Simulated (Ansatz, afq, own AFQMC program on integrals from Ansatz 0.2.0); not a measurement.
## Atomization energy of CH2O, singlet

```xyz
4

C     0.0010    0.0008    0.0012
O     0.6965    0.5477    0.8062
H    -0.5500    0.5605   -0.7970
H    -0.1476   -1.1091   -0.0103
```

Connectivity, by distances: CH2–O.

Atoms in their ground-state spins without spin–orbit coupling (mostly on UHF) minus the molecule (RHF), without zero-point energy. The geometry is a stationary point, not shown to be a minimum.

Basis def2-TZVP. Noble-gas cores (and the filled d shells of Ga–Kr and In–Xe) are frozen. Integrals, coupled cluster, full CI and functionals: Ansatz 0.2.0; the random walks run on the same integrals in our own AFQMC program. ph-AFQMC/CISD is guided by a CISD state made of CCSD amplitudes; releasing the constraint for a short imaginary time cuts its bias at the price of noise, slowly where states lie close. Error bars are statistical, one sigma. The errors of all members are added in quadrature.

No full CI on the walks' own integrals is used here; CCSDT(Q) serves as the reference and is uncertain by about the last step of the cluster series. Each member takes its own surest rung, up to full CI.

The best estimate is CCSD(T) at the basis-set limit (CBS: def2-TZVPP and def2-QZVPP, with their diffuse functions for anions and beside diffuse sets, CCSD(T) itself extrapolated) plus the step from CCSD(T) to CCSDT(Q) in def2-TZVP. Rows without CBS are in def2-TZVP; B2PLYP and the wave-function rows carry a basis error of their own. Core correlation and relativity beyond core potentials are missing, and ± holds the sampling alone.

Best estimate: 1561.9 kJ/mol.

```csv
level,atomization energy (kJ/mol),error against the best estimate (kJ/mol)
HF,1072.7,-489.2
MP2,1546.0,-15.9
CCSD,1478.7,-83.2
CCSD(T),1508.0,-53.9
CCSDT,1506.6,-55.3
CCSDT(Q),1508.9,-53.0
ph-AFQMC/CISD,1509.4 ± 0.7,-52.5 ± 0.7
released AFQMC,1509.4 ± 1.0,-52.5 ± 1.0
HF/CBS,1077.2,-484.7
MP2/CBS,1602.8,40.9
CCSD(T)/CBS,1561.0,-0.9
PBE,1613.0,51.1
r2SCAN,1559.7,-2.2
PBE0,1555.6,-6.3
B3LYP,1559.6,-2.3
wB97M-V,1563.8,1.9
B2PLYP,1548.3,-13.6
```

Correlation beyond CCSD(T) adds 0.9 kJ/mol. Going to the basis-set limit adds 53.0 kJ/mol at CCSD(T). The perturbative (T) step is worth +29.3 kJ/mol. The functionals spread over 64.6 kJ/mol; wB97M-V and r2SCAN come nearest and PBE is 51.1 kJ/mol too high.

Best estimates are given only where the step beyond CCSD(T) is under 0.3 eV and no member's determinant is very poor (T1 over 0.05, or 0.07 for open shells, ⟨S²⟩ too high by 0.3, two states mixed), so the hardest cases are missing from such tables.

The functionals ran in a triple-zeta set and keep a basis error of their own, a few kJ/mol for each bond in atomization energies and more for double hybrids, so close places among them and the extrapolated levels can swap.

CCSDT and higher add their correlation energy to the determinant of the CCSD(T) run, since their own runs factorise the integrals more tightly (a shift of under 2 meV). Each member of a difference takes its own highest rung, so a best estimate needn't equal the limit plus the step of one row. A walk keeps the symmetry of its determinant, which the program's search chose and which needn't be the lowest solution, so a lower state of the same spin and another symmetry isn't excluded. Released energies are given only where the last usable release times agree within the noise; a slower fall can still hide under it.
